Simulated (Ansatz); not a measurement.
Geometry optimisation, Ansatz 0.2.0, RKS PBE-D4/def2-mTZVP.

The input (input.yaml):

```yaml
crystal:
  periodic: [false, false, false]
  atoms:
    - { symbol: B, position_ang: [0.0, 0.0, 0.0] }
    - { symbol: H, position_ang: [0.0, 0.0, 1.54] }
    - { symbol: H, position_ang: [1.0305, 0.0, -0.595] }
    - { symbol: H, position_ang: [-1.0305, 0.0, -0.595] }
    - { symbol: P, position_ang: [0.0924, -2.0952, 0.6969] }
    - { symbol: H, position_ang: [-0.6759, -2.9172, -0.1694] }
    - { symbol: H, position_ang: [1.442, -2.5368, 0.6936] }
    - { symbol: H, position_ang: [0.0385, -0.8732, 1.6712] }
basis:
  gaussian: { orbitals: def2-mTZVP }
hamiltonian:
  xc: pbe
  dispersion: d4
relax:
  f_tol: 0.15
  max_steps: 25
  restrain:
    - { distance: [0, 4], at: 1.91, k: 30.0 }
    - { distance: [7, 1], at: 0.66, k: 30.0 }
    - { distance: [0, 1], at: 2.39, k: 30.0 }
    - { distance: [7, 4], at: 2.62, k: 30.0 }
output:
  orbitals: {}
```

Command:

```bash
$ ansatz run input.yaml --threads 1 --pin off --max-ram 2048MiB --backend cpu --events-out ev --progress --plain --runs-dir out
```

**Question.** Where does it end, and by what steps?

**Answer.** The run converged. The restraints hold the end off the free minimum. After 9 steps the energy has fallen by 2.418 eV (the restraints' own energy left out); H8 moved furthest, 0.80 Å. Parted: P5–H8 (1.56 → 2.63 Å).

```json
{"step": "0", "energy less start (eV)": "0.0000", "largest force component (eV/Å)": "3.445", "accepted": "yes"}
{"step": "1", "energy less start (eV)": "-0.0140", "largest force component (eV/Å)": "3.846", "accepted": "yes"}
{"step": "2", "energy less start (eV)": "-0.6163", "largest force component (eV/Å)": "4.190", "accepted": "yes"}
{"step": "3", "energy less start (eV)": "-1.5145", "largest force component (eV/Å)": "3.271", "accepted": "yes"}
{"step": "4", "energy less start (eV)": "-2.1289", "largest force component (eV/Å)": "0.998", "accepted": "yes"}
{"step": "5", "energy less start (eV)": "-2.2999", "largest force component (eV/Å)": "1.369", "accepted": "yes"}
{"step": "6", "energy less start (eV)": "-2.3734", "largest force component (eV/Å)": "1.404", "accepted": "yes"}
{"step": "7", "energy less start (eV)": "-2.4216", "largest force component (eV/Å)": "1.304", "accepted": "yes"}
{"step": "8", "energy less start (eV)": "-2.4218", "largest force component (eV/Å)": "1.398", "accepted": "yes"}
{"step": "9", "energy less start (eV)": "-2.4178", "largest force component (eV/Å)": "1.662", "accepted": "yes"}
```

```xyz
8
Properties=species:S:1:pos:R:3
B 0.120 -0.585 -0.154
H -0.178 0.567 1.922
H 1.116 0.074 -0.234
H -0.939 -0.127 -0.473
P 0.203 -2.347 0.554
H -0.718 -3.027 -0.295
H 1.409 -2.834 -0.029
H -0.117 -0.143 1.952
```

Time of the run: 14 s on 1 thread of Arm Neoverse V2, on a shared host, peak memory 0.11 GiB.
